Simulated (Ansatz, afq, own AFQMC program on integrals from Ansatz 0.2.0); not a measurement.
## AuSi⁺, triplet: AFQMC among the cluster methods

```yaml
atoms:
  - { symbol: Au, position_ang: [0.0000, 0.0000, 0.0000] }
  - { symbol: Si, position_ang: [0.0000, 0.0000, 2.2918] }
```

Basis def2-TZVP with its core potentials. Only valence electrons are correlated. Ansatz 0.2.0 and our own AFQMC program on the same integrals; the CISD trial comes from CCSD amplitudes, and released means the phaseless constraint is let go. Uncertainties: one standard error, sampling alone. No spin–orbit coupling. The metal's outer-core s and p shells are frozen, which shifts wave-function levels against functionals.

Determinant: UHF, the one that the program's search chose, which needn't be the lowest solution. The geometry is a point of a scan.

No full CI on the walks' own integrals is used here; CCSDT(Q) serves as the reference and is uncertain by about the last step of the cluster series.

Cautions: no spin-orbit coupling; outer-core shells of the metal frozen; lower spins were not checked; higher spins were not checked.

* T1 diagnostic: 0.0318
* weight of the determinant in the CISD state: 0.849
* ⟨S²⟩ of the determinant: 2.037
* size of the correlated space: 14 electrons in 68 orbitals

```json
{"level": "MP2", "correlation energy (eV)": "-9.2911"}
{"level": "CCSD", "correlation energy (eV)": "-9.2582"}
{"level": "CCSD(T)", "correlation energy (eV)": "-9.5575"}
```

(1) Estimate where phaseless AFQMC with the Hartree–Fock trial lies against CCSD(T) on the same integrals.

(1) 1.5 ± 2.6 kJ/mol above CCSD(T). The gap is under twice the noise, so this walk alone can't tell the two apart.

Reference: CCSDT(Q), correlation energy -9.603 eV. The released energy is read at 2.60 1/Eh (meV from the phaseless value at times in 1/Eh: -10 ± 5 at 0.24, -17 ± 6 at 0.60, -19 ± 5 at 1.20, -18 ± 7 at 1.80, -22 ± 10 at 2.60).

```csv
level,E − E(reference) (kJ/mol),share of correlation (%)
CCSD(T),4.4,99.52
CCSDT,1.6,99.82
ph-AFQMC/HF,5.9 ± 2.6,99.36
ph-AFQMC/CISD,2.8 ± 0.5,99.70
released AFQMC,0.6 ± 0.9,99.93
```

A walk keeps the symmetry of its determinant, which the program's search chose and which needn't be the lowest solution, so a lower state of the same spin and another symmetry isn't excluded. Released energies are given only where the last usable release times agree within the noise; a slower fall can still hide under it.
